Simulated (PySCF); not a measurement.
**S₂O₂: from structure and modes to constants**

Method: PBE0/[S def2-TZVP, O def2-TZVP], no relativity, density fitting, PySCF.

The singlet minimum has C2h symmetry. Masses (u): S 31.97207, O 15.99492.

```xyz
4
charge 0 multiplicity 1, angstrom
S    -0.1275    0.0000    0.9896
S     0.1275    0.0000   -0.9896
O     1.1711    0.0000    1.6771
O    -1.1711    0.0000   -1.6771
```

Harmonic wavenumbers (cm⁻¹): 186.2 (bu, ×1), 201.3 (au, ×1), 362.6 (ag, ×1), 620.6 (ag, ×1), 1170.7 (bu, ×1), 1200.7 (ag, ×1).

Question: Find the principal moments of inertia and the rotational constants. What kind of rotor is it?

Answer: About the centre of mass I = 21.959, 175.55, 197.51 u Å². With B = 16.8576/I this gives 0.7677, 0.09603, 0.08535 cm⁻¹. The molecule is an asymmetric top with κ = -0.97.

Question: Find the vibrational entropy and heat capacity at 298.15 K.

Answer: With u = 1.43878 ω/T, each mode gives S = R[u/(eᵘ−1) − ln(1−e⁻ᵘ)] and C = R u² eᵘ/(eᵘ−1)².
```tsv
ω (cm⁻¹)	u	S (J/(mol K))	C (J/(mol K))
186.2	0.899	9.48	7.78
201.3	0.971	8.88	7.69
362.6	1.750	4.65	6.48
620.6	2.995	1.74	4.14
1170.7	5.649	0.20	0.94
1200.7	5.794	0.17	0.86
```
The sums over all modes are S = 25.1 and C = 27.9 J/(mol K); the softest mode gives 38 % of the entropy.

Question: Give the standard entropy (298.15 K, 1 bar) by its translational, rotational, vibrational and spin parts, and Cp.

Answer: Sackur–Tetrode with M = 95.93 u gives 165.8; rotation with symmetry number 2 gives 99.1; vibration 25.1; spin R ln 1 = 0.0. The total is 289.9 J/(mol K), and Cp = 4 R + 27.9 = 61.1 J/(mol K).

Other isomers or separated fragments may lie lower.
